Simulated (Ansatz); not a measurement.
# NH3+ (doublet): wave-function methods side by side at scale of all distances = 1.102, 6-31G

Aim: climb from Hartree-Fock through coupled cluster and multireference methods for NH3+ (doublet) at one geometry and basis, and see what each rung misses.

Computed with Ansatz 0.2.0, Gaussian basis. Level: 6-31G, core rule «outside noble gas», up to 1 orbitals frozen.

To be run: UHF; CCSD(T) on ROHF; CCSD(T) on UHF; BCCD(T) on ROHF; CISD; CCSDT(Q) on ROHF; CCSDT(Q) on UHF; CISDTQ; CCSDTQ on ROHF; CCSDTQ on UHF; CASSCF and MRCISD+Q, 3 electrons in 3 orbitals; CASSCF and NEVPT2, 3 electrons in 3 orbitals; CASSCF and MRCISD+Q, 7 electrons in 7 orbitals; CASSCF and NEVPT2, 7 electrons in 7 orbitals; Full CI.

12 further runs of the same task are left out: 8 that didn't finish, 4 set aside as unsound or not needed.

**1. The system**

The geometry derives from a PBE0/def2-TZVP stationary point (not a proven minimum). All distances are scaled together.

4 atoms, charge 1, spin multiplicity 2.

Atoms are counted from 1 here; the program's logs count them from 0.

Bond lengths: N1–H2 1.129 Å, N1–H3 1.129 Å, N1–H4 1.129 Å. Angles: H2–N1–H3 120.0°, H2–N1–H4 120.0°, H3–N1–H4 120.0°.

As a file:

```
atom    x (Å)    y (Å)    z (Å)
  N1   0.0000   0.0000   0.0000
  H2   1.1285   0.0152  -0.0001
  H3  -0.5774   0.9697  -0.0030
  H4  -0.5511  -0.9849   0.0031
```

**2. UHF**

File in.yaml:

```yaml
crystal:
  periodic: [false, false, false]
  atoms:
    - {symbol: N, position_ang: [0.000000, 0.000000, 0.000000]}
    - {symbol: H, position_ang: [1.128471, 0.015158, -0.000077]}
    - {symbol: H, position_ang: [-0.577363, 0.969701, -0.003044]}
    - {symbol: H, position_ang: [-0.551108, -0.984859, 0.003121]}
basis:
  gaussian: {orbitals: 6-31G}
total_charge: 1
magnetization: {spin_polarized: true, initial_magnetization: 1}
hamiltonian: {xc: hf}
output: {orbitals: {seedname: orbitals}}
```

Started as:

```bash
> ansatz run in.yaml --threads 1 --pin off --events-out ev --progress --plain --max-ram 2393MiB
```

After this run come: CCSD(T) on ROHF; CCSD(T) on UHF; BCCD(T) on ROHF; CISD; CCSDT(Q) on ROHF; CCSDT(Q) on UHF; CISDTQ; CCSDTQ on ROHF; CCSDTQ on UHF; CASSCF and MRCISD+Q, 3 electrons in 3 orbitals; CASSCF and NEVPT2, 3 electrons in 3 orbitals; CASSCF and MRCISD+Q, 7 electrons in 7 orbitals; CASSCF and NEVPT2, 7 electrons in 7 orbitals; Full CI.

Before running them: what should the planned runs give, taken together? Wanted: FCI below the RHF energy; RMP2 from FCI; UMP2 from FCI; RCCSD from FCI; RCCSD(T) from FCI; UCCSD(T) from FCI; RCCSDT(Q) from FCI; UCCSDT(Q) from FCI; NEVPT2 pair from FCI.

The runs gave:

| quantity | value |
| --- | --- |
| FCI below the RHF energy | -3.2121 eV |
| RMP2 from FCI | +54.8 kJ/mol |
| UMP2 from FCI | +52.1 kJ/mol |
| RCCSD from FCI | +4.1 kJ/mol |
| RCCSD(T) from FCI | +1.1 kJ/mol |
| UCCSD(T) from FCI | +1.2 kJ/mol |
| RCCSDT(Q) from FCI | 0.0 kJ/mol |
| UCCSDT(Q) from FCI | 0.0 kJ/mol |
| NEVPT2 pair from FCI | +42.4 kJ/mol |
| MRCISD+Q pair from FCI | +0.1 kJ/mol |
| NEVPT2 valence from FCI | +16.6 kJ/mol |
| levels within 1 kcal/mol (43 meV) | RCCSD, UCCSD, RCCSD(T), UCCSD(T), BCCD(T), RCCSDT, UCCSDT, CISDTQ, RCCSDT(Q), UCCSDT(Q), RCCSDTQ, UCCSDTQ, MRCISD+Q pair, MRCISD valence, MRCISD+Q valence |
| T1 diagnostic | 0.018 |
| effectively unpaired electrons | 1.02 |

What this shows: RCCSD(T) misses by +1.1 kJ/mol, 0.4 % of the correlation energy. One determinant dominates. Of the multireference levels listed MRCISD+Q pair comes nearest in total energy (+0.1 kJ/mol), which doesn't show that its space is the better one. These misses are within one basis, not against nature; the frozen cores of restricted and unrestricted runs differ, which can shift their rows.
